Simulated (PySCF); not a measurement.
## EPR parameters of [C4H9NS]-

Species: C4H9NS (charge -1 and doublet state).
Structure used (GFN2-xTB), in Å, numbered top down from 1:
```xyz
15
C4H9NS angstrom
C      2.2807   -0.0006    0.1498
C      0.8233   -0.3630   -0.1162
N     -0.0158    0.8365   -0.1189
C     -1.4006    0.6321   -0.4180
C     -2.1544   -0.1966    0.5769
S     -1.9309    0.6850   -2.0494
H      2.8903   -0.8987    0.2515
H      2.3533    0.5828    1.0659
H      2.6775    0.5966   -0.6702
H      0.4575   -1.0148    0.6848
H      0.7491   -0.9251   -1.0659
H      0.3434    1.4725   -0.8295
H     -3.2251   -0.0551    0.4249
H     -1.8965    0.1097    1.5963
H     -1.9562   -1.2805    0.4960
```

The hyperfine couplings belong to this conformer and change with its torsions.

Identity: `CCN[C](C)[S-]` [radical] (charge -1).

Theory: UKS B3LYP, pcH-1 on C H N S, non-relativistic, mean-field spin-orbit, GIAO (PySCF). Whether the extra electron is bound in the gas phase wasn't checked; a finite basis holds it in any case. A GFN2-xTB geometry isn't a minimum of the functional, and hyperfine couplings can be far from their values at a DFT geometry, by a factor of two or more for some ions and for spin on atoms past the first row. The SCF solution wasn't tested for stability.

```json
{
  "g1, g2, g3": "2.00179, 2.00822, 2.00942",
  "g_iso": "2.00648",
  "Form of g": "rhombic: the two nearest values differ by 16 % of g3 − g1",
  "⟨S²⟩": "0.7542 (exact 0.7500)",
  "α and β electrons": "29, 28",
  "HOMO–LUMO gap, α and β orbitals": "2.81, 4.43 eV",
  "Basis functions": "250"
}
```

Hyperfine couplings atom by atom, in mT; T1 to T3 are the principal values of the dipolar part; ρ(0) is the spin density at the nucleus (MHz turned into mT with g_iso):

```json
{"atom": "C1", "isotope": "13C", "a_iso": "-0.08", "of which spin–orbit": "0.00", "T1": "-0.02", "T2": "-0.01", "T3": "0.04", "Mulliken spin population": "0.00", "ρ(0) (bohr⁻³)": "-0.0021"}
{"atom": "C2", "isotope": "13C", "a_iso": "1.76", "of which spin–orbit": "0.00", "T1": "-0.18", "T2": "-0.16", "T3": "0.33", "Mulliken spin population": "0.04", "ρ(0) (bohr⁻³)": "0.0440"}
{"atom": "N3", "isotope": "14N", "a_iso": "0.56", "of which spin–orbit": "0.00", "T1": "-0.07", "T2": "-0.05", "T3": "0.11", "Mulliken spin population": "0.00", "ρ(0) (bohr⁻³)": "0.0482"}
{"atom": "C4", "isotope": "13C", "a_iso": "5.71", "of which spin–orbit": "0.01", "T1": "-2.22", "T2": "-2.18", "T3": "4.40", "Mulliken spin population": "0.65", "ρ(0) (bohr⁻³)": "0.1424"}
{"atom": "C5", "isotope": "13C", "a_iso": "-0.56", "of which spin–orbit": "0.00", "T1": "-0.07", "T2": "-0.02", "T3": "0.10", "Mulliken spin population": "-0.05", "ρ(0) (bohr⁻³)": "-0.0140"}
{"atom": "S6", "isotope": "33S", "a_iso": "0.24", "of which spin–orbit": "0.00", "T1": "-0.98", "T2": "-0.81", "T3": "1.79", "Mulliken spin population": "0.27", "ρ(0) (bohr⁻³)": "0.0196"}
{"atom": "H7", "isotope": "1H", "a_iso": "0.05", "of which spin–orbit": "0.00", "T1": "-0.04", "T2": "-0.02", "T3": "0.06", "Mulliken spin population": "0.00", "ρ(0) (bohr⁻³)": "0.0003"}
{"atom": "H8", "isotope": "1H", "a_iso": "0.01", "of which spin–orbit": "0.00", "T1": "-0.05", "T2": "-0.03", "T3": "0.08", "Mulliken spin population": "0.00", "ρ(0) (bohr⁻³)": "0.0001"}
{"atom": "H9", "isotope": "1H", "a_iso": "0.00", "of which spin–orbit": "0.00", "T1": "-0.04", "T2": "-0.03", "T3": "0.07", "Mulliken spin population": "0.00", "ρ(0) (bohr⁻³)": "0.0000"}
{"atom": "H10", "isotope": "1H", "a_iso": "0.04", "of which spin–orbit": "0.00", "T1": "-0.13", "T2": "-0.05", "T3": "0.18", "Mulliken spin population": "0.00", "ρ(0) (bohr⁻³)": "0.0003"}
{"atom": "H11", "isotope": "1H", "a_iso": "-0.01", "of which spin–orbit": "0.00", "T1": "-0.13", "T2": "-0.03", "T3": "0.16", "Mulliken spin population": "0.00", "ρ(0) (bohr⁻³)": "0.0000"}
{"atom": "H12", "isotope": "1H", "a_iso": "0.10", "of which spin–orbit": "0.00", "T1": "-0.20", "T2": "-0.10", "T3": "0.29", "Mulliken spin population": "0.00", "ρ(0) (bohr⁻³)": "0.0006"}
{"atom": "H13", "isotope": "1H", "a_iso": "0.79", "of which spin–orbit": "0.00", "T1": "-0.16", "T2": "-0.12", "T3": "0.28", "Mulliken spin population": "0.01", "ρ(0) (bohr⁻³)": "0.0050"}
{"atom": "H14", "isotope": "1H", "a_iso": "0.66", "of which spin–orbit": "0.00", "T1": "-0.17", "T2": "-0.12", "T3": "0.29", "Mulliken spin population": "0.01", "ρ(0) (bohr⁻³)": "0.0041"}
{"atom": "H15", "isotope": "1H", "a_iso": "3.04", "of which spin–orbit": "0.00", "T1": "-0.14", "T2": "-0.10", "T3": "0.24", "Mulliken spin population": "0.08", "ρ(0) (bohr⁻³)": "0.0191"}
```

Largest spin populations (Mulliken): C4 (+0.65), S6 (+0.27) and H15 (+0.08). The angles at C4 add up to 354.3°, so it is nearly planar.

Under fast tumbling the dipolar parts average out, and these isotropic splittings remain: 3 × 1H (H13/H14/H15, I = 1/2, 4 lines) with 1.50 mT, 1 × 14N (N3, I = 1, 3 lines) with 0.56 mT and 1 × 1H (H12, I = 1/2, 2 lines) with 0.10 mT.

Nuclei that the bonding pattern makes equivalent are averaged, as if the motion that swaps them (rotation, inversion, ring flip) were fast. The three 1H nuclei of mean +42.1 MHz run from 18.4 to 85.5 MHz in the frozen geometry.

The 33S coupling of S6 (6.8 MHz) shows only in satellite lines or after enrichment, since that isotope makes up about 0.76 % of natural sulfur.

The 13C coupling of C4 (160.4 MHz) shows only in satellite lines or after enrichment, since that isotope makes up about 1.07 % of natural carbon.

Examples of negative spin density at the nucleus (bohr⁻³): C5 (-0.0140) and C1 (-0.0021).
